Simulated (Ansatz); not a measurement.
Compare A (`NC1=CSC1`) with its isomer B (`CC1N=C1S`).

Gas-phase electronic energies from Ansatz, PBE0-D4/def2-TZVP geometries. CBS: MP2 limit from def2 TZ/QZ plus the TZ coupled-cluster correction, frozen cores. Functionals use def2-TZVPP. B3LYP here is the variant with VWN-RPA as its local correlation; programs differ in this. Each species was taken in one conformer, which may not be the lowest.

(1) Which isomer does CCSD(T)/CBS put lower? Give the gap. (Estimate.)

(2) Give E(B) − E(A) in kcal/mol with B3LYP-D4, CCSD/def2-TZVPP, B2PLYP, PBE-D4, r2SCAN-D4, CCSD(T)/def2-TZVPP, PBE0-D4. (Estimate.)

Largest T1 diagnostic: 0.012.

Results:

(1) Ansatz gave: A, by 14.8 kcal/mol.

(2) The calculation gave: B3LYP-D4 13.1, CCSD/def2-TZVPP 12.9, B2PLYP 12.5, PBE-D4 13.3, r2SCAN-D4 12.5, CCSD(T)/def2-TZVPP 12.6, PBE0-D4 15.3. None reverses the order clearly.

From PBE to PBE0 (25 % exact exchange), in def2-TZVPP and without D4, E(B) − E(A) moves by +2.0 kcal/mol.
